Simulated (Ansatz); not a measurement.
AlH₃, relaxed as a singlet with RKS PBE0-D4/def2-TZVP in Ansatz, starting from the GFN2-xTB geometry. Force threshold 0.02 eV/Å.

Start:

Cartesian coordinates in Å:
```
Al 0.0000 0.0000 0.0000
H 0.5769 1.1566 -0.8611
H -1.1529 0.2787 1.0025
H 0.5759 -1.4352 -0.1415
```

(1) Estimate the energy that the relaxation releases and the steps that it takes.

(2) Does the start keep its bonding and symmetry?

(3) Predict the relaxed structure.

## Answers

(1) 2.2 kJ/mol, in 3 steps; 1.1 s on 4 threads of Arm Neoverse V2 on a shared host. No frequencies were taken in this run, so the end may be a saddle point.

(2) By distances, no bond broke or formed. The bond that changes most is Al1–H4, from 1.55 to 1.59 Å (atoms count from 1). Point group D3h at the start, D3h at the end, both within 0.05 Å.

(3) 
Cartesian coordinates in Å:
```
Al 0.000 0.000 0.000
H 0.589 1.181 -0.879
H -1.177 0.285 1.024
H 0.588 -1.466 -0.144
```
Bond lengths: 3 × Al–H 1.59 Å.
